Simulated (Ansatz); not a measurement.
Relaxation of C$_{5}$H$_{7}$F (13 atoms, charge 0, multiplicity 1), to a largest force component of 0.015 eV/Å in at most 40 steps.

The calculation used Ansatz 0.2.0, RKS PBE/STO-3G.

```xyz
13
Properties=species:S:1:pos:R:3
C 1.510 0.310 -1.348
C 0.293 0.758 -0.839
C -0.482 0.108 0.214
C -1.538 0.651 0.640
C 0.099 -1.167 0.827
F -0.720 -1.628 1.824
H 1.954 0.930 -2.153
H 2.026 -0.516 -1.037
H -0.140 1.688 -1.205
H -2.152 0.318 1.485
H -1.920 1.667 0.244
H 1.093 -0.971 1.319
H 0.145 -1.922 0.076
```

Question: Where does it end, and by what steps?

Answer: The run converged. Limits of this set-up: minimal basis. After 7 steps the energy has fallen by 0.940 eV; H10 moved furthest, 0.12 Å.

```json
{"step": "0", "energy less start (eV)": "0.0000", "largest force component (eV/Å)": "7.285", "accepted": "yes"}
{"step": "1", "energy less start (eV)": "-0.8539", "largest force component (eV/Å)": "1.789", "accepted": "yes"}
{"step": "2", "energy less start (eV)": "-0.8461", "largest force component (eV/Å)": "0.836", "accepted": "no"}
{"step": "3", "energy less start (eV)": "-0.9258", "largest force component (eV/Å)": "0.599", "accepted": "yes"}
{"step": "4", "energy less start (eV)": "-0.9372", "largest force component (eV/Å)": "0.204", "accepted": "yes"}
{"step": "5", "energy less start (eV)": "-0.9393", "largest force component (eV/Å)": "0.081", "accepted": "yes"}
{"step": "6", "energy less start (eV)": "-0.9396", "largest force component (eV/Å)": "0.023", "accepted": "yes"}
{"step": "7", "energy less start (eV)": "-0.9397", "largest force component (eV/Å)": "0.014", "accepted": "yes"}
```

```xyz
13
Properties=species:S:1:pos:R:3
C 1.507 0.343 -1.378
C 0.345 0.810 -0.862
C -0.445 0.173 0.228
C -1.603 0.708 0.688
C 0.082 -1.159 0.864
F -0.772 -1.627 1.882
H 2.029 0.879 -2.186
H 1.984 -0.583 -1.020
H -0.085 1.747 -1.264
H -2.155 0.202 1.499
H -2.024 1.641 0.282
H 1.120 -0.977 1.267
H 0.185 -1.929 0.046
```

Whether the end is a true minimum wasn't checked by a vibrational analysis.

The run took 19 s on 1 thread of Arm Neoverse V2, with other jobs on the host, peak memory 0.11 GiB.
